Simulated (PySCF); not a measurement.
A species of formula C5H7N has this rotational fingerprint, computed with PBE0/pcSseg-1 in PySCF (dipole) on a GFN2-xTB geometry, gas phase:

- Rotational constants: A = 14350, B = 1413, C = 1341 MHz
- Dipole components: |μa| = 1.15 D, |μb| = 0.68 D, |μc| = 1.56 D
- Inertial defect: -15.98 u·Å²
- κ: -0.99

Question: Which candidate fits, each taken in the one conformer that was computed?
A. `[CH2:1]=[C:2]([C:3]#[N:4])[CH2:5][CH3:6]` with C1–C2–C5–C6 114°
B. `[H]/[N:6]=[CH:5]/[CH2:4][C:3]#[C:2][CH3:1]` with C3–C4–C5–N6 130°

Answer: B. It is [H]/N=C/CC#CC, a near-prolate asymmetric top, point group C1. The candidates at the same level (rigid rotor, commonest isotopes):

| SMILES | A (MHz) | B (MHz) | C (MHz) | μa (D) | μb (D) | μc (D) | Δ (u·Å²) | point group | rotor |
| --- | --- | --- | --- | --- | --- | --- | --- | --- | --- |
| C=C(C#N)CC | 4748 | 3138 | 2086 | 3.19 | 2.33 | 0.09 | -25.20 | C1 | asymmetric top |
| [H]/N=C/CC#CC | 14350 | 1413 | 1341 | 1.15 | 0.68 | 1.56 | -15.98 | C1 | near-prolate asymmetric top |

`C=C(C#N)CC` has B 122 % too high. No structure here is proved a minimum.
